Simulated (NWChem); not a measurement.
**Basis-set dependence for ammonia (H₃N)**

SMILES: N
```xyz
4

N      0.0016     0.1283     0.0000
H     -0.4728    -0.2934     0.8124
H     -0.4728    -0.2934    -0.8124
H      0.9343    -0.3110     0.0000
```
Charge 0, spin multiplicity 1.

All runs are NWChem calculations. The geometry was optimised at PBE/def2-SVP, a minimum by its harmonic frequencies.

Hartree-Fock energies in Ha, correlation energies in mHa.

The correlated methods keep 1 core orbital frozen. No row is a measurement; the coupled-cluster row has its own basis-set and correlation limits.

```csv
basis,functions,RHF,MP2,SCS-MP2,CCSD,CCSD+T(CCSD),CCSD(T),CR-CCSD[T],CR-CCSD(T),CCSDT,RI-MP2
STO-3G,8,-55.45541,-49.7,-56.9,-68.5,-68.7,-68.7,-68.7,-68.7,-68.7,not run
cc-pVDZ,29,-56.19437,-188.0,-188.6,-204.4,-208.5,-208.4,-207.9,-207.9,-208.7,-188.0
cc-pVTZ,72,-56.21556,-236.6,-238.6,-249.1,-257.2,-257.0,-256.1,-255.9,not run,-236.5
cc-pVQZ,145,-56.22065,-252.9,-256.4,-262.6,not run,not run,-270.6,-270.4,not run,-252.9
```

From cc-pVTZ to cc-pVQZ the Hartree-Fock energy moves by -5.1 mHa and the MP2 correlation energy by -16.4 mHa, which is 6 % of its value in the larger set.
